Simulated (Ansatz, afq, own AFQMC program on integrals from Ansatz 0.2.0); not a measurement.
# Na2⁻, doublet in aug-cc-pVDZ, levels against full CI

```xyz
2

Na    0.0000    0.0000    0.0000
Na    0.0000    0.0000    3.5388
```

Basis aug-cc-pVDZ. Noble-gas cores (and the filled d shells of Ga–Kr and In–Xe) are frozen. Integrals, coupled cluster, full CI and functionals: Ansatz 0.2.0; the random walks run on the same integrals in our own AFQMC program. ph-AFQMC/CISD is guided by a CISD state made of CCSD amplitudes; releasing the constraint for a short imaginary time cuts its bias at the price of noise, slowly where states lie close. ± is one standard error of the sampling.

Determinant: UHF, the one that the program's search chose, which needn't be the lowest solution. The geometry is a PBE0/def2-TZVPD stationary point of this or a neighbouring charge and spin state.

Full CI on the same integrals is exact in this basis and with this determinant's frozen core.

Cautions: strong correlation (T1 0.126, weight of the determinant 0.80, largest double 0.11); unrestricted determinant spin contaminated (⟨S²⟩ 1.16 against 0.75).

The T1 diagnostic is 0.1258, the weight of the determinant in the CISD state is 0.797 and the ⟨S²⟩ of the determinant is 1.158. The size of the correlated space is 3 electrons in 44 orbitals.

Reference: full CI, correlation energy -0.750 eV. The released energy is read at 2.40 1/Eh (meV from the phaseless value at times in 1/Eh: -0.4 ± 2.2 at 0.24, -0.6 ± 2.3 at 0.51, -3 ± 3 at 0.99, -4 ± 3 at 1.62, -7 ± 3 at 2.40). The cautions show a poor starting determinant, so the rows tell how each method copes with it here, and full CI is the sure value.

| level | E − E(reference) (meV) | share of correlation (%) |
| --- | --- | --- |
| HF | 750.0 | 0.00 |
| MP2 | 413.1 | 44.92 |
| CCSD | 34.7 | 95.37 |
| CCSD(T) | 16.4 | 97.82 |
| ph-AFQMC/HF | -4.9 ± 13.6 | 100.65 |
| ph-AFQMC/CISD | 11.5 ± 1.9 | 98.46 |
| released AFQMC | 4.9 ± 2.5 | 99.35 |

A walk keeps the symmetry of its determinant, which the program's search chose and which needn't be the lowest solution, so a lower state of the same spin and another symmetry isn't excluded. Released energies are given only where the last usable release times agree within the noise; a slower fall can still hide under it.
